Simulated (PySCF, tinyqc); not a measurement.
Worked calculation (part 1 of 2): RKS/B3LYP (VWN-RPA form) in the sto-3g basis, for CH2, spin multiplicity 1. The lowest restricted solution is unstable here: a spin-polarised one lies 0.0212 hartree lower (PySCF). Computed by tinyqc, a small Python program that keeps every step (integrals from PySCF). Settings: charge = 0, multiplicity = 1, basis = sto-3g, energy threshold = 1e-09, iteration cap = 65, orthogonalisation = canonical, start = Wolfsberg-Helmholz matrix, DIIS depth = 0, method = RKS, functional = b3lyp, grid = [20, 86]. Command: `OMP_NUM_THREADS=1 python tinyqc.py 21227 21228 out.jsonl` (the two numbers bound the seeds that draw the settings). One thread of a shared host (Intel(R) Xeon(R) Processor @ 2.60GHz), about 2 s of CPU time with the checks. Later iterations appear only in the table of the cycle.

## One-electron integrals

Geometry (angstrom):
```
atom         x          y         z
C     0.000000   0.000000  0.000000
H     0.000000   1.118000  0.652000
H     0.000000  -1.109000  0.647000
```

Basis sto-3g: exponents (1/bohr^2) and contraction coefficients of normalised primitives:
```
element  l (shell)   exponent  coefficient
C            s (1)  71.616837     0.154329
C            s (1)  13.045096     0.535328
C            s (1)   3.530512     0.444635
C            s (2)   2.941249    -0.099967
C            s (2)   0.683483     0.399513
C            s (2)   0.222290     0.700115
C            p (3)   2.941249     0.155916
C            p (3)   0.683483     0.607684
C            p (3)   0.222290     0.391957
H            s (1)   3.425251     0.154329
H            s (1)   0.623914     0.535328
H            s (1)   0.168855     0.444635
```

Overlap, kinetic and nuclear-attraction integrals over the contracted functions; the nuclear repulsion is the sum of Za Zb / Rab.

nuclear repulsion = 5.16378087 hartree

overlap S, order 1C 1s, 1C 2s, 1C 2px, 1C 2py, 1C 2pz, 2H 1s, 3H 1s:
```
[[1.000000, 0.248362, 0.000000, 0.000000, 0.000000, 0.038828, 0.039750],
 [0.248362, 1.000000, 0.000000, 0.000000, 0.000000, 0.380313, 0.385506],
 [0.000000, 0.000000, 1.000000, 0.000000, 0.000000, 0.000000, 0.000000],
 [0.000000, 0.000000, 0.000000, 1.000000, 0.000000, 0.337879, -0.341293],
 [0.000000, 0.000000, 0.000000, 0.000000, 1.000000, 0.197046, 0.199113],
 [0.038828, 0.380313, 0.000000, 0.337879, 0.197046, 1.000000, 0.081177],
 [0.039750, 0.385506, 0.000000, -0.341293, 0.199113, 0.081177, 1.000000]]
```

kinetic energy T (hartree), order 1C 1s, 1C 2s, 1C 2px, 1C 2py, 1C 2pz, 2H 1s, 3H 1s:
```
[[15.891122, -0.085890, 0.000000, 0.000000, 0.000000, -0.011375, -0.011533],
 [-0.085890, 0.472250, 0.000000, 0.000000, 0.000000, 0.052081, 0.054307],
 [0.000000, 0.000000, 1.477728, 0.000000, 0.000000, 0.000000, 0.000000],
 [0.000000, 0.000000, 0.000000, 1.477728, 0.000000, 0.132086, -0.136011],
 [0.000000, 0.000000, 0.000000, 0.000000, 1.477728, 0.077031, 0.079350],
 [-0.011375, 0.052081, 0.000000, 0.132086, 0.077031, 0.760032, -0.011461],
 [-0.011533, 0.054307, 0.000000, -0.136011, 0.079350, -0.011461, 0.760032]]
```

nuclear attraction V (hartree), order 1C 1s, 1C 2s, 1C 2px, 1C 2py, 1C 2pz, 2H 1s, 3H 1s:
```
[[-34.473768, -4.396141, 0.000000, 0.000166, -0.012203, -0.696761, -0.713411],
 [-4.396141, -6.001701, 0.000000, 0.001530, -0.134026, -1.840882, -1.872066],
 [0.000000, 0.000000, -5.899877, 0.000000, 0.000000, 0.000000, 0.000000],
 [0.000166, 0.001530, 0.000000, -6.033403, 0.000720, -1.499101, 1.520537],
 [-0.012203, -0.134026, 0.000000, 0.000720, -5.945307, -0.898603, -0.911640],
 [-0.696761, -1.840882, 0.000000, -1.499101, -0.898603, -3.894033, -0.355733],
 [-0.713411, -1.872066, 0.000000, 1.520537, -0.911640, -0.355733, -3.912507]]
```

core Hamiltonian H = T + V (hartree), order 1C 1s, 1C 2s, 1C 2px, 1C 2py, 1C 2pz, 2H 1s, 3H 1s:
```
[[-18.582646, -4.482031, 0.000000, 0.000166, -0.012203, -0.708136, -0.724944],
 [-4.482031, -5.529451, 0.000000, 0.001530, -0.134026, -1.788801, -1.817759],
 [0.000000, 0.000000, -4.422149, 0.000000, 0.000000, 0.000000, 0.000000],
 [0.000166, 0.001530, 0.000000, -4.555674, 0.000720, -1.367015, 1.384526],
 [-0.012203, -0.134026, 0.000000, 0.000720, -4.467579, -0.821572, -0.832290],
 [-0.708136, -1.788801, 0.000000, -1.367015, -0.821572, -3.134001, -0.367194],
 [-0.724944, -1.817759, 0.000000, 1.384526, -0.832290, -0.367194, -3.152475]]
```

## Two-electron integrals

Functions are numbered as in S; the eight-fold symmetry (ij|kl) = (ji|kl) = (kl|ij) leaves the list below.

Two-electron integrals (ij|kl) in chemists' order, unique and non-zero (hartree):
```
(11|11) 3.541948    (21|11) 0.576921    (21|21) 0.111888    (22|11) 0.854682
(22|21) 0.205284    (22|22) 0.624709    (31|31) 0.020296    (32|31) 0.030858
(32|32) 0.137996    (33|11) 0.852436    (33|21) 0.205335    (33|22) 0.624568
(33|33) 0.672833    (41|41) 0.020296    (42|41) 0.030858    (42|42) 0.137996
(43|43) 0.036269    (44|11) 0.852436    (44|21) 0.205335    (44|22) 0.624568
(44|33) 0.600295    (44|44) 0.672833    (51|51) 0.020296    (52|51) 0.030858
(52|52) 0.137996    (53|53) 0.036269    (54|54) 0.036269    (55|11) 0.852436
(55|21) 0.205335    (55|22) 0.624568    (55|33) 0.600295    (55|44) 0.600295
(55|55) 0.672833    (61|11) 0.090520    (61|21) 0.017463    (61|22) 0.032030
(61|33) 0.031923    (61|41) 0.000896    (61|42) 0.001687    (61|44) 0.032170
(61|51) 0.000523    (61|52) 0.000984    (61|54) 0.000144    (61|55) 0.032007
(61|61) 0.002784    (62|11) 0.239321    (62|21) 0.058360    (62|22) 0.198282
(62|33) 0.193336    (62|41) 0.004775    (62|42) 0.034415    (62|44) 0.204264
(62|51) 0.002785    (62|52) 0.020070    (62|54) 0.006373    (62|55) 0.197052
(62|61) 0.009512    (62|62) 0.086096    (63|31) 0.005641    (63|32) 0.030633
(63|43) 0.006534    (63|53) 0.003811    (63|63) 0.009947    (64|11) 0.183955
(64|21) 0.045405    (64|22) 0.163578    (64|33) 0.155449    (64|41) 0.008837
(64|42) 0.056659    (64|44) 0.176825    (64|51) 0.001864    (64|52) 0.015178
(64|54) 0.008655    (64|55) 0.158275    (64|61) 0.007707    (64|62) 0.084218
(64|64) 0.090830    (65|11) 0.107280    (65|21) 0.026480    (65|22) 0.095396
(65|33) 0.090656    (65|41) 0.001864    (65|42) 0.015178    (65|44) 0.095500
(65|51) 0.006728    (65|52) 0.039485    (65|54) 0.009359    (65|55) 0.099925
(65|61) 0.004495    (65|62) 0.049115    (65|64) 0.047170    (65|65) 0.037456
(66|11) 0.404693    (66|21) 0.100323    (66|22) 0.389232    (66|33) 0.369273
(66|41) 0.009621    (66|42) 0.095132    (66|44) 0.413556    (66|51) 0.005611
(66|52) 0.055479    (66|54) 0.025825    (66|55) 0.384334    (66|61) 0.016525
(66|62) 0.221426    (66|64) 0.238318    (66|65) 0.138983    (66|66) 0.774606
(71|11) 0.092679    (71|21) 0.017879    (71|22) 0.032791    (71|33) 0.032682
(71|41) -0.000920   (71|42) -0.001730   (71|44) 0.032935    (71|51) 0.000537
(71|52) 0.001009    (71|54) -0.000148   (71|55) 0.032768    (71|61) 0.002763
(71|62) 0.009139    (71|64) 0.006816    (71|65) 0.004330    (71|66) 0.015657
(71|71) 0.002918    (72|11) 0.243450    (72|21) 0.059359    (72|22) 0.201481
(72|33) 0.196465    (72|41) -0.004860   (72|42) -0.034916   (72|44) 0.207544
(72|51) 0.002835    (72|52) 0.020370    (72|54) -0.006464   (72|55) 0.200236
(72|61) 0.009080    (72|62) 0.059867    (72|64) 0.042848    (72|65) 0.033218
(72|66) 0.117396    (72|71) 0.009905    (72|72) 0.088621    (73|31) 0.005757
(73|32) 0.031206    (73|43) -0.006643   (73|53) 0.003875    (73|63) 0.006403
(73|73) 0.010283    (74|11) -0.186569   (74|21) -0.046047   (74|22) -0.165727
(74|33) -0.157481   (74|41) 0.009004    (74|42) 0.057559    (74|44) -0.179172
(74|51) -0.001894   (74|52) -0.015375   (74|54) 0.008779    (74|55) -0.160342
(74|61) -0.006751   (74|62) -0.042667   (74|64) -0.025173   (74|65) -0.023281
(74|66) -0.079668   (74|71) -0.008006   (74|72) -0.086444   (74|74) 0.093070
(75|11) 0.108846    (75|21) 0.026864    (75|22) 0.096686    (75|33) 0.091876
(75|41) -0.001894   (75|42) -0.015375   (75|44) 0.096779    (75|51) 0.006863
(75|52) 0.040175    (75|54) -0.009504   (75|55) 0.101296    (75|61) 0.004292
(75|62) 0.033157    (75|64) 0.023327    (75|65) 0.024424    (75|66) 0.068538
(75|71) 0.004671    (75|72) 0.050432    (75|74) -0.048299   (75|75) 0.038461
(76|11) 0.045262    (76|21) 0.011080    (76|22) 0.039076    (76|33) 0.038030
(76|41) 2.14e-06    (76|42) 0.000026    (76|44) 0.039226    (76|51) 0.000882
(76|52) 0.006819    (76|54) 0.000006    (76|55) 0.039931    (76|61) 0.001762
(76|62) 0.014995    (76|64) 0.012834    (76|65) 0.009414    (76|66) 0.035849
(76|71) 0.001804    (76|72) 0.015187    (76|74) -0.012940   (76|75) 0.009516
(76|76) 0.003285    (77|11) 0.407758    (77|21) 0.101075    (77|22) 0.391685
(77|33) 0.371529    (77|41) -0.009749   (77|42) -0.095978   (77|44) 0.416243
(77|51) 0.005687    (77|52) 0.055994    (77|54) -0.026087   (77|55) 0.386748
(77|61) 0.015407    (77|62) 0.116204    (77|64) 0.079156    (77|65) 0.067992
(77|66) 0.237280    (77|71) 0.017051    (77|72) 0.225128    (77|74) -0.241678
(77|75) 0.140997    (77|76) 0.035849    (77|77) 0.774606
```

## Orthogonalisation

S = U s U^T; canonical form X = U s^(-1/2), so that X^T S X = 1. Each column of U has its largest component positive (the first on a tie).

eigenvalues of S: [0.401726, 0.477575, 0.878877, 1.000000, 1.094660, 1.441334, 1.705828]

X, order 1C 1s, 1C 2s, 1C 2px, 1C 2py, 1C 2pz, 2H 1s, 3H 1s:
```
[[-0.345493, -0.015851, 0.749775, 0.000000, -0.592127, 0.003264, 0.208332],
 [1.058474, 0.038941, -0.303935, 0.000000, -0.275657, 0.005717, 0.474940],
 [0.000000, 0.000000, 0.000000, 1.000000, 0.000000, 0.000000, 0.000000],
 [-0.042581, 0.978395, 0.000768, 0.000000, -0.000526, 0.613245, -0.006290],
 [0.473321, 0.017137, 0.638082, 0.000000, 0.661073, 0.002566, 0.207761],
 [-0.680709, -0.779252, -0.196214, 0.000000, 0.158685, 0.403457, 0.365464],
 [-0.748542, 0.726196, -0.193978, 0.000000, 0.157243, -0.393580, 0.374816]]
```

## Starting guess

The start is the generalised Wolfsberg-Helmholz matrix (K = 1.75) built on H; D = 2 C_occ C_occ^T.

D at the start, order 1C 1s, 1C 2s, 1C 2px, 1C 2py, 1C 2pz, 2H 1s, 3H 1s:
```
[[2.064901, -0.260514, 0.000000, -0.001567, 0.115099, -0.158238, -0.159960],
 [-0.260514, 1.154078, 0.000000, 0.005907, -0.399261, 0.394824, 0.397631],
 [0.000000, 0.000000, 0.000000, 0.000000, 0.000000, 0.000000, 0.000000],
 [-0.001567, 0.005907, 0.000000, 1.219068, 0.002242, 0.399376, -0.397810],
 [0.115099, -0.399261, 0.000000, 0.002242, 1.840666, 0.125627, 0.126561],
 [-0.158238, 0.394824, 0.000000, 0.399376, 0.125627, 0.307199, 0.049075],
 [-0.159960, 0.397631, 0.000000, -0.397810, 0.126561, 0.049075, 0.312307]]
```

## Iteration 1: exchange-correlation on the grid

Becke grid with 20 radial and 86 angular points per atom, points of zero weight dropped. rho = sum D_ij phi_i phi_j; V_xc,ij = sum w v_xc phi_i phi_j plus the gradient terms; v_xc is d(rho eps)/d rho at fixed gradient. Exact exchange is left to K.

The 12 grid points with the largest w rho, of 5154 (bohr, atomic units):
```
x                  y          z         w       rho  |grad rho|^2     eps_xc       v_xc
0.000000    0.000000  -1.277315  0.088413  0.261527      0.205923  -0.438841  -0.544624
0.000000    0.478026  -1.184494  0.090465  0.251449      0.191310  -0.433849  -0.537756
0.000000   -0.478026  -1.184494  0.090464  0.251328      0.191107  -0.433787  -0.537674
0.000000    0.000000  -1.691539  0.189659  0.113010      0.067964  -0.352816  -0.412910
-0.478026   0.000000  -1.184494  0.090468  0.233718      0.177023  -0.425468  -0.524689
0.478026    0.000000  -1.184494  0.090468  0.233718      0.177023  -0.425468  -0.524689
0.000000    0.633047  -1.568616  0.194034  0.108826      0.062862  -0.349078  -0.408062
0.000000   -0.633047  -1.568616  0.194032  0.108782      0.062806  -0.349037  -0.408011
-0.241494   0.886909  -0.886909  0.090806  0.220130      0.147452  -0.417287  -0.515246
0.241494    0.886909  -0.886909  0.090806  0.220130      0.147452  -0.417287  -0.515246
-0.241494  -0.886909  -0.886909  0.090797  0.219844      0.147012  -0.417124  -0.515034
0.241494   -0.886909  -0.886909  0.090797  0.219844      0.147012  -0.417124  -0.515034
```

electrons on the grid, sum of w rho = 8.000494

E_xc = sum of w rho eps_xc = -4.98815508 hartree

V_xc (hartree), order 1C 1s, 1C 2s, 1C 2px, 1C 2py, 1C 2pz, 2H 1s, 3H 1s:
```
[[-1.854001, -0.266080, 0.000000, -0.000021, 0.001658, -0.042130, -0.043131],
 [-0.266080, -0.460908, 0.000000, -0.000028, 0.006275, -0.149308, -0.151849],
 [0.000000, 0.000000, -0.399978, 0.000000, 0.000000, 0.000000, 0.000000],
 [-0.000021, -0.000028, 0.000000, -0.484139, 0.000054, -0.129060, 0.130939],
 [0.001658, 0.006275, 0.000000, 0.000054, -0.488478, -0.074470, -0.075595],
 [-0.042130, -0.149308, 0.000000, -0.129060, -0.074470, -0.338108, -0.028290],
 [-0.043131, -0.151849, 0.000000, 0.130939, -0.075595, -0.028290, -0.340248]]
```

## Iteration 1: building the Kohn-Sham matrix

J_ij = sum D_kl (ij|kl), K_ij = sum D_kl (ik|jl); F = H + J - 0.1 K + V_xc; E = tr D H + tr D J / 2 - 0.05 tr D K + E_xc + E_nn.

Coulomb J (hartree), order 1C 1s, 1C 2s, 1C 2px, 1C 2py, 1C 2pz, 2H 1s, 3H 1s:
```
[[11.538053, 2.230046, 0.000000, 0.000012, -0.005842, 0.349036, 0.357348],
 [2.230046, 5.142716, 0.000000, -0.000402, 0.007970, 1.626750, 1.653520],
 [0.000000, 0.000000, 5.027804, 0.000000, 0.000000, 0.000000, 0.000000],
 [0.000012, -0.000402, 0.000000, 5.197989, -0.000282, 1.346340, -1.364735],
 [-0.005842, 0.007970, 0.000000, -0.000282, 5.186013, 0.787442, 0.798447],
 [0.349036, 1.626750, 0.000000, 1.346340, 0.787442, 3.281929, 0.319498],
 [0.357348, 1.653520, 0.000000, -1.364735, 0.798447, 0.319498, 3.303106]]
```

exchange K (hartree), order 1C 1s, 1C 2s, 1C 2px, 1C 2py, 1C 2pz, 2H 1s, 3H 1s:
```
[[7.177872, 1.273777, 0.000000, -0.000079, 0.008278, 0.203143, 0.207961],
 [1.273777, 1.672088, 0.000000, 0.000300, -0.082992, 0.699768, 0.709339],
 [0.000000, 0.000000, 0.360781, 0.000000, 0.000000, 0.000000, 0.000000],
 [-0.000079, 0.000300, 0.000000, 1.499604, -0.000222, 0.586169, -0.591789],
 [0.008278, -0.082992, 0.000000, -0.000222, 1.618269, 0.313519, 0.317407],
 [0.203143, 0.699768, 0.000000, 0.586169, 0.313519, 0.883755, 0.158400],
 [0.207961, 0.709339, 0.000000, -0.591789, 0.317407, 0.158400, 0.898459]]
```

Kohn-Sham matrix F (hartree), order 1C 1s, 1C 2s, 1C 2px, 1C 2py, 1C 2pz, 2H 1s, 3H 1s:
```
[[-9.616382, -2.645443, 0.000000, 0.000165, -0.017215, -0.421544, -0.431523],
 [-2.645443, -1.014852, 0.000000, 0.001070, -0.111482, -0.381336, -0.387021],
 [0.000000, 0.000000, 0.169598, 0.000000, 0.000000, 0.000000, 0.000000],
 [0.000165, 0.001070, 0.000000, 0.008215, 0.000513, -0.208352, 0.209909],
 [-0.017215, -0.111482, 0.000000, 0.000513, 0.068129, -0.139951, -0.141179],
 [-0.421544, -0.381336, 0.000000, -0.208352, -0.139951, -0.278555, -0.091826],
 [-0.431523, -0.387021, 0.000000, 0.209909, -0.141179, -0.091826, -0.279463]]
```

total energy of this density = -38.35137683 hartree

## Iteration 1: diagonalisation and new density

Diagonalise F' = X^T F X, C = X C', fill 4 alpha and 4 beta electrons from the bottom; D = 2 C_occ C_occ^T. Each column has its largest component positive (the first on a tie).

F' = X^T F X (hartree):
```
[[0.112683, -0.019173, 0.841594, 0.000000, -0.697420, -0.000452, 0.374075],
 [-0.019173, 0.411534, 0.046087, 0.000000, -0.040639, 0.147563, 0.020965],
 [0.841594, 0.046087, -4.039313, 0.000000, 4.150444, -0.028641, -2.198737],
 [0.000000, 0.000000, 0.000000, 0.169598, 0.000000, 0.000000, 0.000000],
 [-0.697420, -0.040639, 4.150444, 0.000000, -4.079209, 0.029388, 2.253806],
 [-0.000452, 0.147563, -0.028641, 0.000000, 0.029388, -0.261060, -0.018240],
 [0.374075, 0.020965, -2.198737, 0.000000, 2.253806, -0.018240, -1.737006]]
```

orbital energies (hartree): [-9.624807, -0.466343, -0.291671, 0.043988, 0.169598, 0.302859, 0.443604]

coefficients C, order 1C 1s, 1C 2s, 1C 2px, 1C 2py, 1C 2pz, 2H 1s, 3H 1s:
```
[[0.991383, -0.192445, 0.000189, -0.184309, 0.000000, -0.148099, 0.005373],
 [0.035352, 0.576920, 0.000178, 0.781744, 0.000000, 0.754818, -0.029773],
 [0.000000, 0.000000, 0.000000, 0.000000, 1.000000, 0.000000, 0.000000],
 [-0.000087, -0.001664, 0.399684, 0.004186, 0.000000, 0.030927, 1.083723],
 [0.004983, 0.180047, 0.000281, -0.638293, 0.000000, 0.819300, -0.023491],
 [-0.007663, 0.364238, 0.548182, -0.333422, 0.000000, -0.698432, -0.631199],
 [-0.007791, 0.366698, -0.540655, -0.332353, 0.000000, -0.667410, 0.680213]]
```

D after iteration 1, order 1C 1s, 1C 2s, 1C 2px, 1C 2py, 1C 2pz, 2H 1s, 3H 1s:
```
[[2.107690, -0.440120, 0.000000, -0.000923, 0.175868, -0.032273, -0.034279],
 [-0.440120, 1.890422, 0.000000, 0.004760, -0.789866, -0.101375, -0.097263],
 [0.000000, 0.000000, 0.000000, 0.000000, 0.000000, 0.000000, 0.000000],
 [-0.000923, 0.004760, 0.000000, 0.319535, -0.005719, 0.434198, -0.436183],
 [0.175868, -0.789866, 0.000000, -0.005719, 0.879718, 0.557033, 0.555941],
 [-0.032273, -0.101375, 0.000000, 0.434198, 0.557033, 1.088804, -0.103878],
 [-0.034279, -0.097263, 0.000000, -0.436183, 0.555941, -0.103878, 1.074588]]
```

## Iteration 2: exchange-correlation on the grid

As before.

The 12 grid points with the largest w rho, of 5154 (bohr, atomic units):
```
x                  y          z         w       rho  |grad rho|^2     eps_xc       v_xc
0.000000    0.000000  -1.277315  0.088413  0.224612      0.160192  -0.420288  -0.518219
0.000000    0.478026  -1.184494  0.090465  0.211928      0.145801  -0.413483  -0.508458
0.000000   -0.478026  -1.184494  0.090464  0.210812      0.144542  -0.412871  -0.507582
0.478026    0.000000  -1.184494  0.090468  0.206636      0.141533  -0.410714  -0.504173
-0.478026   0.000000  -1.184494  0.090468  0.206636      0.141533  -0.410714  -0.504173
0.000000    0.000000  -1.691539  0.189659  0.095471      0.048900  -0.336812  -0.391654
0.000000    0.633047  -1.568616  0.194034  0.089958      0.043747  -0.331459  -0.384448
0.000000   -0.633047  -1.568616  0.194032  0.089475      0.043303  -0.330976  -0.383804
0.633047    0.000000  -1.568616  0.194067  0.087632      0.041808  -0.329204  -0.381316
-0.633047   0.000000  -1.568616  0.194067  0.087632      0.041808  -0.329204  -0.381316
0.472099    0.472099  -1.088935  0.085089  0.194321      0.127915  -0.403718  -0.494155
-0.472099   0.472099  -1.088935  0.085089  0.194321      0.127915  -0.403718  -0.494155
```

electrons on the grid, sum of w rho = 8.000620

E_xc = sum of w rho eps_xc = -4.88189019 hartree

V_xc (hartree), order 1C 1s, 1C 2s, 1C 2px, 1C 2py, 1C 2pz, 2H 1s, 3H 1s:
```
[[-1.848781, -0.258662, 0.000000, -0.000008, 0.004391, -0.040792, -0.041767],
 [-0.258662, -0.428960, 0.000000, 0.000086, 0.021148, -0.147694, -0.150031],
 [0.000000, 0.000000, -0.385871, 0.000000, 0.000000, 0.000000, 0.000000],
 [-0.000008, 0.000086, 0.000000, -0.443809, 0.000449, -0.132934, 0.134662],
 [0.004391, 0.021148, 0.000000, 0.000449, -0.446716, -0.074646, -0.075687],
 [-0.040792, -0.147694, 0.000000, -0.132934, -0.074646, -0.400252, -0.028165],
 [-0.041767, -0.150031, 0.000000, 0.134662, -0.075687, -0.028165, -0.400175]]
```
